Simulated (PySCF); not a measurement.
Working with the constants of MgCl

r²SCANh constants of MgCl, ²Σ⁺ (doublet), unpaired electrons σ ↑ (PySCF, no relativity, basis sets Mg def2-SVP, Cl def2-SVP; masses 23.9850 and 34.9689 u):

| Property | Result |
| --- | --- |
| ωe | 465.9 cm⁻¹ |
| ωexe | 1.81 cm⁻¹ |
| Be | 0.23791 cm⁻¹ |
| αe | 0.00138 cm⁻¹ |
| D (centrifugal) | 2.48e-07 cm⁻¹ |
| De to Mg + Cl | 3.61 eV |

Question: Give the vibrational terms G(v) and spacings up to v = 6.

Answer: G(v) = ωe(v+½) − ωexe(v+½)².

```json
{"v": "0", "G(v) (cm⁻¹)": "232", "G(v) − G(v−1)": "", "Bv (cm⁻¹)": "0.2372"}
{"v": "1", "G(v) (cm⁻¹)": "695", "G(v) − G(v−1)": "462", "Bv (cm⁻¹)": "0.2358"}
{"v": "2", "G(v) (cm⁻¹)": "1153", "G(v) − G(v−1)": "459", "Bv (cm⁻¹)": "0.2345"}
{"v": "3", "G(v) (cm⁻¹)": "1608", "G(v) − G(v−1)": "455", "Bv (cm⁻¹)": "0.2331"}
{"v": "4", "G(v) (cm⁻¹)": "2060", "G(v) − G(v−1)": "451", "Bv (cm⁻¹)": "0.2317"}
{"v": "5", "G(v) (cm⁻¹)": "2508", "G(v) − G(v−1)": "448", "Bv (cm⁻¹)": "0.2303"}
{"v": "6", "G(v) (cm⁻¹)": "2952", "G(v) − G(v−1)": "444", "Bv (cm⁻¹)": "0.2289"}
```

Question: How well does the Morse estimate ωe²/(4ωexe) reproduce De, and what is D0?

Answer: It gives 3.72 eV, 103 % of the computed De. D0 = De − G(0) = 3.61 − 0.03 = 3.58 eV.

The state is the lowest determinant that a PBE0 search found; another state may lie lower at other levels.
